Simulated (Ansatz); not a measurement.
## Basis-set limit of CO, triplet

```xyz
2

O     0.0000    0.0000    0.0000
C     0.0000    0.0000    1.1955
```

Ansatz 0.2.0, UHF determinant, valence electrons correlated. Energies in eV.

```
       set  X  functions  Hartree–Fock  MP2 correlation  CCSD(T) correlation                                                                                                 time
def2-TZVPP  3         62    -3063.8740          -8.3404              -9.2910  7 s on 1 × NVIDIA H100 80GB HBM3 with 1 thread of AMD EPYC 7R13 Processor (Zen 3), on a shared host
def2-QZVPP  4        114    -3064.0154          -9.0157              -9.9331    4.2 s on 1 × NVIDIA H100 80GB HBM3 with 1 thread of AMD EPYC 7R13 Processor (Zen 3) (shared host)
```

Hartree–Fock is taken to follow E(X) = E∞ + A·exp(−7.88·√X), correlation E(X) = E∞ + B·X^−2.97.

Cautions: another spin lies lower; ⟨S²⟩ of the determinant is 2.19 against 2.00, spin contaminated.

Question: Work out the CCSD(T) energy at the limit, and how far the shortcut misses it that extrapolates MP2 and adds CCSD(T) minus MP2 from the smaller set.

Answer: Hartree–Fock: E∞ = E4 + 0.1377·(E4 − E3) = -3064.0349. Correlation: E∞ = E4 + 0.7407·(E4 − E3) = -10.4086 for CCSD(T) and -9.5159 for MP2. The limit is -3074.4435 eV, 0.495 eV below def2-QZVPP. The shortcut gives a correlation energy of -9.5159 + (-0.9506) = -10.4665, 58 meV lower than the direct value.
